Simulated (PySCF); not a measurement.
**Relaxation of singlet NH₃**

All numbers come from PBE0/[N def2-TZVP, H def2-TZVP], no relativity, density fitting, PySCF. A (50,194) grid was used.

A start displaced from a saddle point along its imaginary mode, of C3v symmetry, held to at least that symmetry:

```xyz
4
charge 0 multiplicity 1, angstrom
N     0.0000   -0.0259    0.0000
H     0.0000    0.1200    0.9963
H     0.8629    0.1200   -0.4982
H    -0.8629    0.1200   -0.4982
```

Task: What forces act on the atoms at the start (eV/Å)?

Result: 
```tsv
atom	Fx	Fy	Fz
N1	0.00	-0.58	0.00
H2	0.00	0.19	-0.41
H3	-0.36	0.19	0.21
H4	0.36	0.19	0.21
```

Task: What does it relax to?

Result: It ends at C3v with N–H 1.013 Å (×3); H–N–H 107.1° (×3). A frequency run shows a minimum. Other isomers or separated fragments may lie lower.

Task: How much energy is released, and in how many steps?

Result: 14.5 kJ/mol in 5 steps.

The relaxation took 2.1 s on 2 threads of a shared Arm Neoverse V2 host, with 49 basis functions and 7 gradients; the process peaked at 0.64 GiB.
